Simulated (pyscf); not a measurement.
Structures and frequencies: ωB97X-D3(BJ)/def2-SVP in PySCF. Correlated levels are frozen-core, on RHF or UHF. ΔMP2 is the change of the MP2 total energy from the triple- to the quadruple-zeta basis.

Task: For `[AlH3]` + `[OH][SiH3]` → `[OH][AlH2]` + `[SiH4]`, a four-centre exchange (singlet surface; Al–H, O–Si broken, Al–O, H–Si formed), PBE/def2-TZVP gives ΔE‡ = -11.5 kcal/mol and ΔE = -15.7 kcal/mol (zero: the separated reactants). In which direction and how far do r²SCAN/def2-TZVP, ωB97M-D3(BJ)/def2-TZVP, CCSD(T)/def2-TZVPP + ΔMP2(QZVPP) move these?

Result: r²SCAN: ΔE‡ = -13.0 kcal/mol, ΔE = -15.7 kcal/mol; ωB97M-D3(BJ): ΔE‡ = -10.3 kcal/mol, ΔE = -14.7 kcal/mol; CCSD(T): ΔE‡ = -9.9 kcal/mol, ΔE = -15.1 kcal/mol. PBE's barrier lies among them. Its reaction energy matches one of them and lies within 1.0 kcal/mol of the others. On the reactant side the descent ends in an adduct with a Al–O contact, 23.5 kcal/mol under the separated species and 10.0 kcal/mol under the saddle at ωB97X-D3(BJ)/def2-TZVP. On the product side the descent ends in a complex, 6.3 kcal/mol under the separated species and 7.4 kcal/mol under the saddle at ωB97X-D3(BJ)/def2-TZVP. At PBE, r²SCAN, ωB97M-D3(BJ), CCSD(T) the saddle lies under the separated reactants, which points to a path from their complex (located at ωB97X-D3(BJ) alone). What is counted as formed (Al–O) is already present as a longer contact in the reactant adduct; forming that adduct is a step of its own. At the saddle there is also a short Al–Si contact that neither side keeps. At ωB97X-D3(BJ) the barrier from the zero used here is -13.5 kcal/mol. One saddle was located; it need not be the lowest between these sides. The CCSD(T) − MP2 part came from Ansatz, without density fitting, on the same reference.
